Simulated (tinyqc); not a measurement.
Worked calculation (part 3 of 3): UKS/PBE0 in the sto-6g basis, for H2O+, spin multiplicity 2. Computed by tinyqc, a small Python program that keeps every step (integrals from PySCF). Command: `OMP_NUM_THREADS=1 python tinyqc.py 24070 24071 out.jsonl` (the two numbers bound the seeds that draw the settings). One thread of a shared host (Intel(R) Xeon(R) Processor @ 2.60GHz), about 4 s of CPU time with the checks.

Geometry (angstrom):

| atom | x | y | z |
|---|---|---|---|
| O | 0.000000 | 0.000000 | 0.000000 |
| H | 0.000000 | 0.694000 | 0.552000 |
| H | 0.000000 | -0.694000 | 0.552000 |

## Iteration 2: diagonalisation and new density

extrapolated F(alpha) (hartree):
```
             1O 1s      1O 2s     1O 2px     1O 2py     1O 2pz      2H 1s      3H 1s
1O 1s   -20.125753  -4.890656   0.000000   0.000000  -0.026319  -1.379676  -1.379676
1O 2s    -4.890656  -2.758937   0.000000   0.000000  -0.200989  -1.275490  -1.275490
1O 2px    0.000000   0.000000  -0.986573   0.000000   0.000000   0.000000   0.000000
1O 2py    0.000000   0.000000   0.000000  -1.025412   0.000000  -0.490000   0.490000
1O 2pz   -0.026319  -0.200989   0.000000   0.000000  -0.976378  -0.463559  -0.463559
2H 1s    -1.379676  -1.275490   0.000000  -0.490000  -0.463559  -1.081018  -0.579723
3H 1s    -1.379676  -1.275490   0.000000   0.490000  -0.463559  -0.579723  -1.081018
```

extrapolated F(beta) (hartree):
```
             1O 1s      1O 2s     1O 2px     1O 2py     1O 2pz      2H 1s      3H 1s
1O 1s   -20.104092  -4.872951   0.000000   0.000000  -0.026049  -1.374667  -1.374667
1O 2s    -4.872951  -2.664378   0.000000   0.000000  -0.197468  -1.244647  -1.244647
1O 2px    0.000000   0.000000  -0.662264   0.000000   0.000000   0.000000   0.000000
1O 2py    0.000000   0.000000   0.000000  -0.990931   0.000000  -0.485023   0.485023
1O 2pz   -0.026049  -0.197468   0.000000   0.000000  -0.945465  -0.458665  -0.458665
2H 1s    -1.374667  -1.244647   0.000000  -0.485023  -0.458665  -1.072931  -0.569652
3H 1s    -1.374667  -1.244647   0.000000   0.485023  -0.458665  -0.569652  -1.072931
```

X:
```
            1O 1s      1O 2s    1O 2px     1O 2py     1O 2pz      2H 1s      3H 1s
1O 1s    1.023068  -0.142215  0.000000   0.000000  -0.010936   0.021034   0.021034
1O 2s   -0.142215   1.312929  0.000000   0.000000   0.141869  -0.345217  -0.345217
1O 2px   0.000000   0.000000  1.000000   0.000000   0.000000   0.000000   0.000000
1O 2py   0.000000   0.000000  0.000000   1.137727   0.000000  -0.265072   0.265072
1O 2pz  -0.010936   0.141869  0.000000   0.000000   1.068915  -0.168169  -0.168169
2H 1s    0.021034  -0.345217  0.000000  -0.265072  -0.168169   1.270292  -0.112442
3H 1s    0.021034  -0.345217  0.000000   0.265072  -0.168169  -0.112442   1.270292
```

D(alpha) after iteration 1:
```
            1O 1s      1O 2s    1O 2px     1O 2py     1O 2pz      2H 1s      3H 1s
1O 1s    1.059275  -0.271628  0.000000   0.000000   0.007027   0.023950   0.023950
1O 2s   -0.271628   1.276434  0.000000   0.000000  -0.048506  -0.160105  -0.160105
1O 2px   0.000000   0.000000  1.000000   0.000000   0.000000   0.000000   0.000000
1O 2py   0.000000   0.000000  0.000000   0.779145   0.000000   0.022890  -0.022890
1O 2pz   0.007027  -0.048506  0.000000   0.000000   0.840173   0.052709   0.052709
2H 1s    0.023950  -0.160105  0.000000   0.022890   0.052709   0.222893  -0.050376
3H 1s    0.023950  -0.160105  0.000000  -0.022890   0.052709  -0.050376   0.222893
```

D(beta) after iteration 1:
```
            1O 1s      1O 2s    1O 2px     1O 2py     1O 2pz      2H 1s      3H 1s
1O 1s    1.058559  -0.267296  0.000000   0.000000   0.009171   0.021582   0.021582
1O 2s   -0.267296   1.252528  0.000000   0.000000  -0.056917  -0.150181  -0.150181
1O 2px   0.000000   0.000000  0.000000   0.000000   0.000000   0.000000   0.000000
1O 2py   0.000000   0.000000  0.000000   0.771510   0.000000   0.022771  -0.022771
1O 2pz   0.009171  -0.056917  0.000000   0.000000   0.842780   0.051085   0.051085
2H 1s    0.021582  -0.150181  0.000000   0.022771   0.051085   0.229047  -0.055366
3H 1s    0.021582  -0.150181  0.000000  -0.022771   0.051085  -0.055366   0.229047
```

overlap S:
```
           1O 1s     1O 2s    1O 2px     1O 2py    1O 2pz     2H 1s      3H 1s
1O 1s   1.000000  0.231145  0.000000   0.000000  0.000000  0.065114   0.065114
1O 2s   0.231145  1.000000  0.000000   0.000000  0.000000  0.523968   0.523968
1O 2px  0.000000  0.000000  1.000000   0.000000  0.000000  0.000000   0.000000
1O 2py  0.000000  0.000000  0.000000   1.000000  0.000000  0.325511  -0.325511
1O 2pz  0.000000  0.000000  0.000000   0.000000  1.000000  0.258908   0.258908
2H 1s   0.065114  0.523968  0.000000   0.325511  0.258908  1.000000   0.300870
3H 1s   0.065114  0.523968  0.000000  -0.325511  0.258908  0.300870   1.000000
```

Diagonalise F' = X^T F X, C = X C', fill 5 alpha and 4 beta electrons from the bottom; D(s) = C_occ C_occ^T; the new density keeps 0.5 of the old one (damping). Each column has its largest component positive (the first on a tie).

F' = X^T F X (alpha) (hartree):
```
            1          2          3          4          5          6          7
1  -19.802342  -2.415206   0.000000   0.000000  -0.027158  -0.267737  -0.267737
2   -2.415206  -1.693491   0.000000   0.000000  -0.023263  -0.449600  -0.449600
3    0.000000   0.000000  -0.986573   0.000000   0.000000   0.000000   0.000000
4    0.000000   0.000000   0.000000  -0.806665   0.000000  -0.346734   0.346734
5   -0.027158  -0.023263   0.000000   0.000000  -0.867738  -0.246425  -0.246425
6   -0.267737  -0.449600   0.000000  -0.346734  -0.246425  -0.489754  -0.105593
7   -0.267737  -0.449600   0.000000   0.346734  -0.246425  -0.105593  -0.489754
```

orbital energies (alpha) (hartree): MO1 -20.129754, MO2 -1.724611, MO3 -1.129339, MO4 -0.986573, MO5 -0.954749, MO6 -0.149804, MO7 -0.061487

coefficients C (alpha):
```
              MO1        MO2        MO3       MO4        MO5        MO6        MO7
1O 1s    0.996107  -0.230531   0.000000  0.000000   0.093932  -0.117050   0.000000
1O 2s    0.019395   0.898458   0.000000  0.000000  -0.492427   0.975907   0.000000
1O 2px   0.000000   0.000000   0.000000  1.000000   0.000000   0.000000   0.000000
1O 2py   0.000000   0.000000   0.744348  0.000000   0.000000   0.000000  -0.938560
1O 2pz   0.004225   0.236826   0.000000  0.000000   0.842265   0.673701   0.000000
2H 1s   -0.005350   0.078863   0.316034  0.000000   0.180905  -0.882741   0.962477
3H 1s   -0.005350   0.078863  -0.316034  0.000000   0.180905  -0.882741  -0.962477
```

F' = X^T F X (beta) (hartree):
```
            1          2          3          4          5          6          7
1  -19.782827  -2.411037   0.000000   0.000000  -0.027275  -0.268070  -0.268070
2   -2.411037  -1.586307   0.000000   0.000000  -0.014669  -0.445390  -0.445390
3    0.000000   0.000000  -0.662264   0.000000   0.000000   0.000000   0.000000
4    0.000000   0.000000   0.000000  -0.768315   0.000000  -0.347876   0.347876
5   -0.027275  -0.014669   0.000000   0.000000  -0.834903  -0.246529  -0.246529
6   -0.268070  -0.445390   0.000000  -0.347876  -0.246529  -0.494721  -0.104314
7   -0.268070  -0.445390   0.000000   0.347876  -0.246529  -0.104314  -0.494721
```

orbital energies (beta) (hartree): MO1 -20.107669, MO2 -1.643943, MO3 -1.106371, MO4 -0.920050, MO5 -0.662264, MO6 -0.131410, MO7 -0.052352

coefficients C (beta):
```
              MO1        MO2        MO3        MO4       MO5        MO6        MO7
1O 1s    0.996334  -0.223824   0.000000   0.100458  0.000000  -0.122586   0.000000
1O 2s    0.018302   0.857780   0.000000  -0.518794  0.000000   0.998606   0.000000
1O 2px   0.000000   0.000000   0.000000   0.000000  1.000000   0.000000   0.000000
1O 2py   0.000000   0.000000   0.725391   0.000000  0.000000   0.000000  -0.953288
1O 2pz   0.004052   0.244286   0.000000   0.834973  0.000000   0.680085   0.000000
2H 1s   -0.005065   0.107083   0.335257   0.178283  0.000000  -0.880300   0.955951
3H 1s   -0.005065   0.107083  -0.335257   0.178283  0.000000  -0.880300  -0.955951
```

D(alpha) after iteration 2:
```
            1O 1s      1O 2s    1O 2px     1O 2py     1O 2pz      2H 1s      3H 1s
1O 1s    1.056736  -0.252843  0.000000   0.000000   0.017878   0.008717   0.008717
1O 2s   -0.252843   1.163261  0.000000   0.000000  -0.125200  -0.089218  -0.089218
1O 2px   0.000000   0.000000  1.000000   0.000000   0.000000   0.000000   0.000000
1O 2py   0.000000   0.000000  0.000000   0.666600   0.000000   0.129065  -0.129065
1O 2pz   0.017878  -0.125200  0.000000   0.000000   0.802844   0.111867   0.111867
2H 1s    0.008717  -0.089218  0.000000   0.129065   0.111867   0.180873  -0.055640
3H 1s    0.008717  -0.089218  0.000000  -0.129065   0.111867  -0.055640   0.180873
```

D(beta) after iteration 2:
```
            1O 1s      1O 2s    1O 2px     1O 2py     1O 2pz      2H 1s      3H 1s
1O 1s    1.055715  -0.246585  0.000000   0.000000   0.021205   0.005239   0.005239
1O 2s   -0.246585   1.128898  0.000000   0.000000  -0.140239  -0.075456  -0.075456
1O 2px   0.000000   0.000000  0.000000   0.000000   0.000000   0.000000   0.000000
1O 2py   0.000000   0.000000  0.000000   0.648851   0.000000   0.132982  -0.132982
1O 2pz   0.021205  -0.140239  0.000000   0.000000   0.799826   0.113043   0.113043
2H 1s    0.005239  -0.075456  0.000000   0.132982   0.113043   0.192361  -0.062243
3H 1s    0.005239  -0.075456  0.000000  -0.132982   0.113043  -0.062243   0.192361
```

## Iteration 28 (converged): orbitals

converged F(alpha) (hartree):
```
             1O 1s      1O 2s     1O 2px     1O 2py     1O 2pz      2H 1s      3H 1s
1O 1s   -19.983728  -4.861005   0.000000   0.000000  -0.026037  -1.371374  -1.371374
1O 2s    -4.861005  -2.679709   0.000000   0.000000  -0.210817  -1.247021  -1.247021
1O 2px    0.000000   0.000000  -0.906263   0.000000   0.000000   0.000000   0.000000
1O 2py    0.000000   0.000000   0.000000  -0.956451   0.000000  -0.475566   0.475566
1O 2pz   -0.026037  -0.210817   0.000000   0.000000  -0.904779  -0.453516  -0.453516
2H 1s    -1.371374  -1.247021   0.000000  -0.475566  -0.453516  -1.033292  -0.567908
3H 1s    -1.371374  -1.247021   0.000000   0.475566  -0.453516  -0.567908  -1.033292
```

converged F(beta) (hartree):
```
             1O 1s      1O 2s     1O 2px     1O 2py     1O 2pz      2H 1s      3H 1s
1O 1s   -19.961287  -4.842641   0.000000   0.000000  -0.025674  -1.366183  -1.366183
1O 2s    -4.842641  -2.582407   0.000000   0.000000  -0.206759  -1.216055  -1.216055
1O 2px    0.000000   0.000000  -0.579301   0.000000   0.000000   0.000000   0.000000
1O 2py    0.000000   0.000000   0.000000  -0.918340   0.000000  -0.470976   0.470976
1O 2pz   -0.025674  -0.206759   0.000000   0.000000  -0.870652  -0.449013  -0.449013
2H 1s    -1.366183  -1.216055   0.000000  -0.470976  -0.449013  -1.027120  -0.558144
3H 1s    -1.366183  -1.216055   0.000000   0.470976  -0.449013  -0.558144  -1.027120
```

Diagonalise F' = X^T F X, C = X C', fill 5 alpha and 4 beta electrons from the bottom; D(s) = C_occ C_occ^T. Each column has its largest component positive (the first on a tie).

F' = X^T F X (alpha) (hartree):
```
            1          2          3          4          5          6          7
1  -19.660325  -2.412241   0.000000   0.000000  -0.026277  -0.265548  -0.265548
2   -2.412241  -1.605113   0.000000   0.000000  -0.028363  -0.455115  -0.455115
3    0.000000   0.000000  -0.906263   0.000000   0.000000   0.000000   0.000000
4    0.000000   0.000000   0.000000  -0.729767   0.000000  -0.355957   0.355957
5   -0.026277  -0.028363   0.000000   0.000000  -0.793908  -0.249918  -0.249918
6   -0.265548  -0.455115   0.000000  -0.355957  -0.249918  -0.437560  -0.110586
7   -0.265548  -0.455115   0.000000   0.355957  -0.249918  -0.110586  -0.437560
```

orbital energies (alpha) (hartree): MO1 -19.987841, MO2 -1.657082, MO3 -1.070561, MO4 -0.906263, MO5 -0.877355, MO6 -0.085214, MO7 0.013821

coefficients C (alpha):
```
              MO1        MO2        MO3       MO4        MO5        MO6        MO7
1O 1s    0.996044  -0.227674   0.000000  0.000000   0.098411  -0.119473   0.000000
1O 2s    0.019690   0.878421   0.000000  0.000000  -0.510748   0.984687   0.000000
1O 2px   0.000000   0.000000   0.000000  1.000000   0.000000   0.000000   0.000000
1O 2py   0.000000   0.000000   0.731982  0.000000   0.000000   0.000000  -0.948236
1O 2pz   0.004257   0.244270   0.000000  0.000000   0.836305   0.678450   0.000000
2H 1s   -0.005416   0.092044   0.328622  0.000000   0.181517  -0.881337   0.958252
3H 1s   -0.005416   0.092044  -0.328622  0.000000   0.181517  -0.881337  -0.958252
```

F' = X^T F X (beta) (hartree):
```
            1          2          3          4          5          6          7
1  -19.640118  -2.407893   0.000000   0.000000  -0.026439  -0.265812  -0.265812
2   -2.407893  -1.493809   0.000000   0.000000  -0.018051  -0.451358  -0.451358
3    0.000000   0.000000  -0.579301   0.000000   0.000000   0.000000   0.000000
4    0.000000   0.000000   0.000000  -0.686478   0.000000  -0.358268   0.358268
5   -0.026439  -0.018051   0.000000   0.000000  -0.757043  -0.250980  -0.250980
6   -0.265812  -0.451358   0.000000  -0.358268  -0.250980  -0.444480  -0.109266
7   -0.265812  -0.451358   0.000000   0.358268  -0.250980  -0.109266  -0.444480
```

orbital energies (beta) (hartree): MO1 -19.964954, MO2 -1.576138, MO3 -1.047090, MO4 -0.839758, MO5 -0.579301, MO6 -0.063865, MO7 0.025399

coefficients C (beta):
```
              MO1        MO2        MO3        MO4       MO5        MO6        MO7
1O 1s    0.996281  -0.220271   0.000000   0.105267  0.000000  -0.125384   0.000000
1O 2s    0.018549   0.833494   0.000000  -0.538871  0.000000   1.008486   0.000000
1O 2px   0.000000   0.000000   0.000000   0.000000  1.000000   0.000000   0.000000
1O 2py   0.000000   0.000000   0.709552   0.000000  0.000000   0.000000   0.965135
1O 2pz   0.004070   0.250525   0.000000   0.827579  0.000000   0.686819   0.000000
2H 1s   -0.005116   0.122920   0.350996   0.179511  0.000000  -0.877978  -0.950285
3H 1s   -0.005116   0.122920  -0.350996   0.179511  0.000000  -0.877978   0.950285
```

D(alpha) after iteration 28:
```
            1O 1s      1O 2s    1O 2px     1O 2py     1O 2pz      2H 1s      3H 1s
1O 1s    1.053624  -0.230645  0.000000   0.000000   0.030928  -0.008487  -0.008487
1O 2s   -0.230645   1.032875  0.000000   0.000000  -0.212485  -0.011963  -0.011963
1O 2px   0.000000   0.000000  1.000000   0.000000   0.000000   0.000000   0.000000
1O 2py   0.000000   0.000000  0.000000   0.535798   0.000000   0.240545  -0.240545
1O 2pz   0.030928  -0.212485  0.000000   0.000000   0.759093   0.174264   0.174264
2H 1s   -0.008487  -0.011963  0.000000   0.240545   0.174264   0.149442  -0.066542
3H 1s   -0.008487  -0.011963  0.000000  -0.240545   0.174264  -0.066542   0.149442
```

D(beta) after iteration 28:
```
            1O 1s      1O 2s    1O 2px     1O 2py     1O 2pz      2H 1s      3H 1s
1O 1s    1.052177  -0.221840  0.000000   0.000000   0.035988  -0.013276  -0.013276
1O 2s   -0.221840   0.985439  0.000000   0.000000  -0.237072   0.005625   0.005625
1O 2px   0.000000   0.000000  0.000000   0.000000   0.000000   0.000000   0.000000
1O 2py   0.000000   0.000000  0.000000   0.503464   0.000000   0.249050  -0.249050
1O 2pz   0.035988  -0.237072  0.000000   0.000000   0.747667   0.179333   0.179333
2H 1s   -0.013276   0.005625  0.000000   0.249050   0.179333   0.170558  -0.075838
3H 1s   -0.013276   0.005625  0.000000  -0.249050   0.179333  -0.075838   0.170558
```

## Convergence

Stop when the energy changes by less than 1e-08 hartree and every element of the error matrix X^T (F D S - S D F) X (for each spin) is below 3e-05.

Course of the cycle:

| iteration | E (hartree) | change | largest element of the error matrix |
|---|---|---|---|
| 1 | -74.30229900 | - | 3.45e-01 |
| 2 | -74.96857145 | -6.66e-01 | 1.29e-01 |
| 3 | -75.26513991 | -2.97e-01 | 7.66e-02 |
| 4 | -75.41405753 | -1.49e-01 | 4.16e-02 |
| 5 | -75.48818416 | -7.41e-02 | 2.12e-02 |
| 6 | -75.52507407 | -3.69e-02 | 1.07e-02 |
| 7 | -75.54347654 | -1.84e-02 | 5.36e-03 |
| 8 | -75.55266590 | -9.19e-03 | 2.69e-03 |
| 9 | -75.55725778 | -4.59e-03 | 1.35e-03 |
| 10 | -75.55955300 | -2.30e-03 | 6.75e-04 |
| 11 | -75.56070043 | -1.15e-03 | 3.38e-04 |
| 12 | -75.56127410 | -5.74e-04 | 1.69e-04 |
| 13 | -75.56156093 | -2.87e-04 | 8.44e-05 |
| 14 | -75.56170434 | -1.43e-04 | 4.22e-05 |
| 15 | -75.56177604 | -7.17e-05 | 2.11e-05 |
| 16 | -75.56181189 | -3.59e-05 | 1.06e-05 |
| 17 | -75.56182982 | -1.79e-05 | 5.28e-06 |
| 18 | -75.56183878 | -8.96e-06 | 2.64e-06 |
| 19 | -75.56184326 | -4.48e-06 | 1.32e-06 |
| 20 | -75.56184550 | -2.24e-06 | 6.59e-07 |
| 21 | -75.56184662 | -1.12e-06 | 3.30e-07 |
| 22 | -75.56184718 | -5.60e-07 | 1.65e-07 |
| 23 | -75.56184746 | -2.80e-07 | 8.24e-08 |
| 24 | -75.56184760 | -1.40e-07 | 4.12e-08 |
| 25 | -75.56184767 | -7.00e-08 | 2.06e-08 |
| 26 | -75.56184771 | -3.50e-08 | 1.03e-08 |
| 27 | -75.56184773 | -1.75e-08 | 5.15e-09 |
| 28 | -75.56184773 | -8.75e-09 | 2.58e-09 |

PySCF UKS in the same basis, fine grid, after a stability check = -75.55707349 hartree

Converged in 28 iterations. The coarse grid moves the energy by -4.77e-03 hartree.

## Populations, bond orders and dipole

Mulliken: Z minus the diagonal of D S on the atom; Loewdin: the same with S^(1/2) D S^(1/2); Mayer order: 2 sum_s sum (D(s) S)_ij (D(s) S)_ji over the two atoms.

Charges (e):

| atom | Mulliken | Loewdin | Mulliken spin |
|---|---|---|---|
| 1O | 0.046683 | 0.307974 | 1.062605 |
| 2H | 0.476658 | 0.346013 | -0.031302 |
| 3H | 0.476658 | 0.346013 | -0.031302 |

Mayer bond orders:

| pair | order |
|---|---|
| 2-1 | 0.757717 |
| 3-1 | 0.757717 |
| 3-2 | 0.014100 |

dipole moment about the origin, x y z (debye): 0.000000  0.000000  2.915483

<S^2> of the determinant (pure state: 0.75) = 0.751377
